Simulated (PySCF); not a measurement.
Consider 2,5-dihydrofuran, `C1=CCOC1` (C4H6O). Non-hydrogen atoms are numbered in `[CH:1]1=[CH:2][CH2:3][O:4][CH2:5]1`. These are map numbers, not IUPAC locants.

Level of theory: ωB97X-D3(BJ)/ma-def2-TZVP single points in PySCF, grid level 2; every species was optimised with PBE0-D3(BJ)/ma-def2-SVP. ωB97X-D3(BJ) is ωB97X-V with D3(BJ) in place of VV10. Thermal corrections: PBE0-D3(BJ)/ma-def2-SVP frequencies, unscaled, ideal gas at 298.15 K and 1 bar, quasi-RRHO entropy.

Problem. What are the vertical and the adiabatic ionisation energy for forming the radical cation?

Solution. 9.18 eV vertical and 8.99 eV adiabatic, the latter with zero-point energy.

Problem. What oxidation potential follows in acetonitrile (IEF-PCM), given that Fc+/Fc comes at 4.54 V absolute with this functional and basis?

Solution. In the gas phase ΔG of oxidation is 8.987 eV, and solvation is -14.7 kJ/mol for the parent and -249.8 kJ/mol for the product, so the absolute potential is 6.55 V, or 2.01 V against Fc+/Fc. Fc+/Fc in acetonitrile, 4.54 V, is ωB97X-D3(BJ)/ma-def2-TZVP on PBE0-D3(BJ)/def2-SVP structures with GFN2-xTB thermal terms. Benchmark calculations put it near 5.0 V in acetonitrile and DMSO, so it is about 0.5 V low, and the value against it can read up to that much too high. The solvent is electrostatics only, on gas-phase structures; the absolute scale refers to an electron at rest in vacuum.

Problem. How far is −ε(HOMO) from the vertical value by ΔSCF?

Solution. −ε(HOMO) = 9.18 eV, which is 0.01 eV below the ΔSCF value.

Differences come from unrounded values, so a last digit can differ from that of the printed terms.
